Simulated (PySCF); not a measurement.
Excitation energies in several basis sets

Difluorosilane, F2H2Si.
InChI=1S/F2H2Si/c1-3-2/h3H2

TDDFT with PBE0 (PySCF), vertical singlets, core orbitals frozen in the response, spherical d and f functions. Isolated species at its PBE0-D3(BJ)/def2-SVP geometry, gas phase.

```tsv
basis	functions	diffuse	S1 (eV)	S2 (eV)	S3 (eV)	S4 (eV)	S5 (eV)	LUMO (eV)	α (au)
6-31G*	50	no	8.86	9.39	10.74	10.84	10.97	0.80	19.2
def2-SVP	56	no	8.92	9.48	10.91	11.01	11.19	0.82	20.2
6-31+G*	62	yes	8.38	8.73	9.34	10.28	10.44	-0.12	22.4
def2-SVPD	86	yes	8.47	8.73	9.75	10.61	10.80	0.12	26.2
aug-cc-pVDZ	91	yes	8.26	8.52	9.06	9.94	10.31	-0.20	26.4
def2-TZVP	111	no	8.46	8.85	10.57	10.69	10.75	0.19	23.8
def2-TZVPD	141	yes	8.29	8.54	9.44	10.40	10.59	-0.07	26.5
aug-cc-pVTZ	188	yes	8.23	8.49	9.03	9.86	10.32	-0.22	26.6
```

Problem. How much do these states and the polarisability depend on the basis?

Solution. States are compared by their number. Against the largest diffuse basis here (aug-cc-pVTZ, itself not a converged limit), sets without diffuse functions differ by up to 0.69 eV in S1 and 0.87 eV in S5; the smaller diffuse sets differ by up to 0.24 and 0.49 eV. State by state, the largest deviation of a set without diffuse functions is S1 0.69, S2 0.98, S3 1.88, S4 1.15, S5 0.87 eV. The same number needn't mean the same state in each row. Against aug-cc-pVTZ the polarisability deviates by -28% in 6-31G*, -24% in def2-SVP, -16% in 6-31+G*, -2% in def2-SVPD, -1% in aug-cc-pVDZ, -11% in def2-TZVP, 0% in def2-TZVPD. A single + in a Pople set puts diffuse functions on heavy atoms only.

Without π bonds the low states are Rydberg-like; a valence basis with one diffuse set may place them up to an eV too high.
